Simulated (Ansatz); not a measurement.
Geometry optimisation, Ansatz 0.2.0, RKS PBE0/def2-SVP.

The input (input.yaml):

```yaml
crystal:
  periodic: [false, false, false]
  atoms:
    - { symbol: O, position_ang: [-1.0459, 0.13409, -1.204] }
    - { symbol: S, position_ang: [0.6171, -0.22536, -0.38863] }
    - { symbol: Mg, position_ang: [1.01306, 0.37033, 1.89013] }
    - { symbol: H, position_ang: [-1.42945, -0.7325, -1.45435] }
    - { symbol: H, position_ang: [-0.87675, 0.66323, -2.01234] }
    - { symbol: H, position_ang: [1.72194, -0.2098, 3.16919] }
total_charge: 1
basis:
  gaussian: { orbitals: def2-SVP }
hamiltonian:
  xc: pbe0
relax:
  f_tol: 0.015
  max_steps: 40
```

Run as:

```bash
$ ansatz run input.yaml --threads 1 --pin off --max-ram 2048MiB --backend cpu --events-out ev --progress --plain --runs-dir out
```

Where does it end, and by what steps?

It converged. After 8 steps the energy has fallen by 0.394 eV; H6 moved furthest, 0.64 Å.

```
step  energy less start (eV)  largest force component (eV/Å)  accepted
   0                  0.0000                           1.257       yes
   1                 -0.2027                           0.514       yes
   2                 -0.2793                           0.434       yes
   3                 -0.3388                           0.474       yes
   4                 -0.3768                           0.328       yes
   5                 -0.3909                           0.252       yes
   6                 -0.3940                           0.051       yes
   7                 -0.3941                           0.072       yes
   8                 -0.3942                           0.005       yes
```

```xyz
6
Properties=species:S:1:pos:R:3
O -0.873 0.089 -0.983
S 0.884 -0.455 -0.886
Mg 1.159 -0.068 1.560
H -1.446 -0.638 -1.300
H -0.971 0.850 -1.589
H 1.247 0.221 3.199
```

Whether the end is a true minimum wasn't checked by a vibrational analysis.

Time of the run: 20 s on 1 thread of Arm Neoverse V2, with other jobs on the host, peak memory 0.13 GiB.
